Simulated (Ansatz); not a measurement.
Coupled-cluster run, C3H5ClO (`C/C=C(\O)Cl`).

```yaml
crystal:
  periodic: [false, false, false]
  atoms:
    - {symbol: C, position_ang: [-1.202891, -0.739735, 0.107348]}
    - {symbol: C, position_ang: [-0.206670, 0.250035, 0.605575]}
    - {symbol: C, position_ang: [0.916848, 0.544108, -0.032869]}
    - {symbol: O, position_ang: [1.308363, -0.042175, -1.181896]}
    - {symbol: Cl, position_ang: [2.040131, 1.717615, 0.578662]}
    - {symbol: H, position_ang: [-2.196342, -0.287749, 0.032101]}
    - {symbol: H, position_ang: [-0.926549, -1.124175, -0.874139]}
    - {symbol: H, position_ang: [-1.289256, -1.589448, 0.791994]}
    - {symbol: H, position_ang: [-0.390790, 0.757945, 1.542964]}
    - {symbol: H, position_ang: [2.030454, 0.462580, -1.566740]}
basis:
  gaussian: {orbitals: def2-TZVPP}
correlation: {method: ccsd_t}
```

```sh
$ ansatz run in.yaml --threads 4 --pin off --events-out ev --progress --plain --max-ram 10444MiB
```

Log, shortened:

```
Functional definition: HF
1419 factors; integrals over basis functions are off by at most 1.0e-3 eV
mean field evaluation 1: about -17708.8214 eV, gradient 4.0e1 eV
mean field evaluation 2: about -17709.1094 eV, gradient 4.1e1 eV
mean field evaluation 4: about -17712.9384 eV, gradient 4.1e0 eV
mean field evaluation 8: about -17713.0149 eV, gradient 4.3e-1 eV
mean field evaluation 16: about -17713.0163 eV, gradient 1.3e-6 eV
mean field -17713.01629181 eV, -650.9413424102 hartree, gradient 1.3e-6 eV, S^2 0.000000; 0 other end points of the search recorded, 0 dependent functions left out
9 core orbitals not correlated: weight in the atoms' cores, before any rotation towards them, 1.000 or more for the frozen orbitals, at most 0.000 for the correlated occupied ones
reference -17713.01629181 eV, -650.9413424102 hartree; 15, 15 occupied and 212, 212 virtual orbitals, 1419 factors
second order -25.17713171 eV of doubles, -0.00000000 eV of singles
cycle   1  -25.49771268 eV  change   -3.2e-1 eV  update   1.0e-1
cycle   2  -26.08701598 eV  change   -5.9e-1 eV  update   3.1e-2
cycle   3  -26.22228149 eV  change   -1.4e-1 eV  update   1.5e-2
cycle   4  -26.21306152 eV  change    9.2e-3 eV  update   3.6e-3
cycle   5  -26.21288308 eV  change    1.8e-4 eV  update   1.6e-3
cycle   6  -26.21347634 eV  change   -5.9e-4 eV  update   4.2e-4
cycle   7  -26.21329123 eV  change    1.9e-4 eV  update   1.9e-4
cycle   8  -26.21325704 eV  change    3.4e-5 eV  update   6.3e-5
cycle   9  -26.21326512 eV  change   -8.1e-6 eV  update   2.6e-5
perturbative correction -1.14540900 eV, -0.0420930042 hartree
Total energy: -17740.37496592 eV, -651.9467551396 hartree
```

It took 2 min on 4 threads of an Arm Neoverse V1 on a shared host, with 4.5 GiB of host memory at the peak.

MP2 recovers 92.0 % of the CCSD(T) correlation energy and the triples give 4.2 %; T1 = 0.0109.
